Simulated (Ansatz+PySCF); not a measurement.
## triplet HO₂F in separate pieces: levels of theory in one basis

```xyz
4

O     0.0000    0.0000   -2.1389
O     0.0000    0.0000    2.1389
H    30.0000    0.0000   -2.9815
F    30.0000    0.0000    0.3313
```

Basis set: 6-31G (spherical functions). Correlated methods keep 3 orbitals frozen. Correlation on ROHF uses semicanonical orbitals with singles. Charge 0, multiplicity 3.

Computed with Ansatz (development build ahead of 0.2.0); each method stands on the lowest determinant of its kind that the runs found. NEVPT2 correlates all electrons. Active spaces start from the frontier orbitals, and the lowest solution found is given.

```
        method  E − E(ROHF) (eV)  <S²> of the determinant
          ROHF              0.00                     2.00
           UHF             -6.79                     4.01
      ROHF-MP2             -5.79                        –
       UHF-MP2            -11.65                     4.01
      UHF-CCSD            -12.26                     4.01
  ROHF-CCSD(T)             -7.65                        –
   UHF-CCSD(T)            -12.29                     4.01
   CASSCF(4,4)             -3.34                        –
SC-NEVPT2(6,6)            -11.64                        –
SC-NEVPT2(4,4)             -8.76                        –
```

Problem. What does CASSCF(6,6) give on the same scale?

Solution. -6.66 eV.

Problem. Is a single determinant a sound starting point here?

Solution. It is doubtful. Unrestricted orbitals lower Hartree–Fock by 6.79 eV and <S²> is 4.01 where a pure state has 2.00, a sign of strong static correlation. The CASSCF(6,6) natural occupations are 1.00, 1.00, 1.00, 1.00, 1.00, 1.00. The CASSCF(4,4) natural occupations are 1.05, 1.00, 1.00, 0.95.

Caution for ROHF, ROHF-MP2, ROHF-CCSD(T): an unrestricted determinant lies well below. Caution for ROHF, UHF, ROHF-MP2, UHF-MP2, UHF-CCSD, ROHF-CCSD(T), UHF-CCSD(T): the determinant breaks the point group. Caution for UHF, UHF-MP2, UHF-CCSD, UHF-CCSD(T): the unrestricted determinant is a mixture of spin states. Caution for ROHF-MP2, ROHF-CCSD(T): large amplitudes, a single reference is doubtful. Caution for ROHF-MP2: another reference gives a lower total. Caution for UHF-MP2, UHF-CCSD, UHF-CCSD(T): bonds are stretched, where a single reference can fail. Caution for CASSCF(4,4), SC-NEVPT2(4,4): other starts end on other solutions of this active space.
